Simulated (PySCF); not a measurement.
Distances in Å between the heavy atoms of a computed structure (PBE0-D3(BJ)/def2-SVP; lower triangle, same order across):
```
C1    0.00
C2    1.52  0.00
C3    2.54  1.52  0.00
C4    3.89  2.53  1.52  0.00
O5    2.88  2.36  1.41  2.43  0.00
C6    4.02  3.63  2.37  3.06  1.39  0.00
```

Hydrogens: 3 on C1, 2 on C2, 1 on C3, 3 on C4, 3 on C6.

Neutral, closed shell.

**Question.** Read off the bonds between heavy atoms and their formal orders.

**Answer.** C1–C2 (single); C2–C3 (single); C3–C4 (single); C3–O5 (single); O5–C6 (single).

**Question.** Give the structure as a SMILES string.

**Answer.** `CCC(C)OC`, C5H12O. The mark at the stereocentre is left out: distances alone don't tell a structure from its mirror image.

**Question.** Describe the place of each heavy atom.

**Answer.** C1: methyl carbon; C2: chain CH2 carbon; C3: sp3 carbon bound to oxygen; C4: methyl carbon; O5: ether oxygen; C6: methoxy carbon.

Shape of the structure used: `[CH3:1][CH2:2][C@H:3]([CH3:4])[O:5][CH3:6]`: C1–C2–C3–C4 -177°, C2–C3–O5–C6 -161°.
